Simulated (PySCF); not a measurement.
C2H6S: calculation against experiment

**Measured values to compare with.**

NIST CCCBDB Release 22 (SRD 101), experimental dipoles lists, for the gas: dipole moment (microwave Stark effect, vibrational ground state) 1.5 D.

The runs below try to reproduce these values; the comparison stands at the end.

Compound: C2H6S.
SMILES with atom numbers: `[CH3:1][S:2][CH3:3]` (hydrogens: H4, H5, H6 on C1; H7, H8, H9 on C3)

Cartesian coordinates in Å at the PBE0-D3(BJ)/def2-SVP level; atoms count from 1:
```
atom  x, y, z in Å
C1    -1.3548   -0.1153   -0.1830
S2     0.1303   -1.1173   -0.3821
C3     1.3712    0.0712    0.1618
H4    -1.3302    0.7783   -0.8261
H5    -2.2078   -0.7391   -0.4850
H6    -1.4994    0.1913    0.8647
H7     2.3482   -0.4271    0.0904
H8     1.3865    0.9649   -0.4816
H9     1.2100    0.3755    1.2078
```

Runs made with PySCF (gas phase, on this PBE0-D3(BJ)/def2-SVP geometry; no spin–orbit coupling):

| level | job | basis functions | wall time |
| --- | --- | --- | --- |
| PBE0-D3(BJ)/def2-SVP, grid level 1 | geometry optimisation from a GFN2-xTB start shaken at random | 76 | 17 s |

Hardware: Arm Neoverse N1, one thread, on a shared host.

## Comparison

**Dipole moment.** Measured: 1.5 D (NIST CCCBDB Release 22 (SRD 101), experimental dipoles).

| level | computed (D) | computed − measured (D) | % (from the printed values) |
| --- | --- | --- | --- |
| PBE0-D3(BJ)/def2-SVP | 1.55 | +0.05 | +3 |

The computed dipoles belong to one fixed geometry; measured ones are averaged over vibrations unless marked μe. Magnitudes are compared, not signs.

No measured geometry was used, and the causes of the misses weren't examined.
